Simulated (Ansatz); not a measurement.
Worked example: building the atomization energy of SO2, singlet

Measured: the G2/97 heats of formation, with zero-point and thermal terms from B3LYP taken off, give an electronic atomization energy of 258.4 kcal/mol (Curtiss et al., J. Chem. Phys. 106, 1063 (1997); Staroverov et al., J. Chem. Phys. 119, 12129 (2003)). The calculation below tries to reproduce it.

Geometry (MP2(full)/6-31G*, from the G2/97 set):

```json
{"atom": "S", "x (Å)": "0.0000", "y (Å)": "0.0000", "z (Å)": "0.3699"}
{"atom": "O", "x (Å)": "0.0000", "y (Å)": "1.2776", "z (Å)": "-0.3707"}
{"atom": "O", "x (Å)": "0.0000", "y (Å)": "-1.2776", "z (Å)": "-0.3707"}
```

Atomization energies (atoms less molecule, kcal/mol) from Ansatz 0.2.0, frozen cores, restricted molecule, unrestricted atoms (their steps beyond CCSDT(Q) from restricted open-shell runs), sets cc-pV(D+d)Z, cc-pV(T+d)Z, cc-pV(Q+d)Z:

```tsv
level	DZ	TZ	QZ
HF	73.16	97.40	99.53
CCSD(T)	203.95	239.33	249.03
CCSDT	203.82	238.30	–
CCSDT(Q)	205.95	240.46	–
CCSDTQ	205.49	–	–
```

Task: Extrapolate Hartree–Fock with exp(−5.46 √X) and the CCSD(T) correlation part with X⁻³ (X = 3, 4), add each higher step from the largest set that has it, and compare with the measured value.

Result: Hartree–Fock: 99.53 + (99.53 − 97.40) × 0.301 = 100.17.
Correlation: TZ 141.93, QZ 149.50; (64 × 149.50 − 27 × 141.93) / 37 = 155.02.
Full triples (TZ): 238.30 − 239.33 = -1.03.
(Q) (TZ): 240.46 − 238.30 = 2.16.
Full quadruples (DZ): 205.49 − 205.95 = -0.46.
Sum: 255.9 kcal/mol, 2.5 below the measured 258.4.

The steps beyond CCSD(T) add 0.67 kcal/mol, while going from QZ to the limit adds 6.16. Core correlation, scalar relativity, spin–orbit terms and the relaxation from this MP2 geometry are missing from the sum, and the measured value has its own uncertainty.
